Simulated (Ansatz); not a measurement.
`C=NC(C)(F)F`, relaxed with RKS PBE0-D4/def2-TZVP in Ansatz from a PBE-D4/def2-SVP geometry. The force threshold is 0.005 eV/Å; the program also tests the step.

Total charge 0; spin multiplicity 1.

Start:

```xyz
11

C    -0.138   -1.925   -0.108
N     0.250   -0.855   -0.684
C    -0.365    0.395   -0.337
C     0.612    1.331    0.347
F    -1.487    0.248    0.468
F    -0.820    0.955   -1.502
H    -0.944   -1.954    0.658
H     0.348   -2.882   -0.382
H     1.500    1.474   -0.295
H     0.115    2.305    0.516
H     0.929    0.908    1.318
```

```json
{"step": "1", "energy (eV)": "-10109.4461", "largest force (eV/Å)": "0.997", "largest move (Å)": "0.000"}
{"step": "2", "energy (eV)": "-10109.4955", "largest force (eV/Å)": "0.232", "largest move (Å)": "0.031"}
{"step": "3", "energy (eV)": "-10109.4989", "largest force (eV/Å)": "0.077", "largest move (Å)": "0.030"}
{"step": "4", "energy (eV)": "-10109.4996", "largest force (eV/Å)": "0.137", "largest move (Å)": "0.026"}
{"step": "5", "energy (eV)": "-10109.5003", "largest force (eV/Å)": "0.020", "largest move (Å)": "0.010"}
{"step": "6", "energy (eV)": "-10109.5003", "largest force (eV/Å)": "0.010", "largest move (Å)": "0.002"}
{"step": "7", "energy (eV)": "-10109.5003", "largest force (eV/Å)": "0.003", "largest move (Å)": "0.003"}
```

End:

```xyz
11

C    -0.138   -1.906   -0.105
N     0.249   -0.853   -0.675
C    -0.360    0.390   -0.331
C     0.607    1.321    0.345
F    -1.472    0.245    0.458
F    -0.813    0.942   -1.485
H    -0.932   -1.933    0.646
H     0.342   -2.845   -0.376
H     1.480    1.460   -0.291
H     0.116    2.279    0.515
H     0.921    0.898    1.299
```

Hardware: 4 threads of an Intel Xeon Platinum 8259CL on a shared host. Wall time 26 s, peak host memory 0.6 GiB.
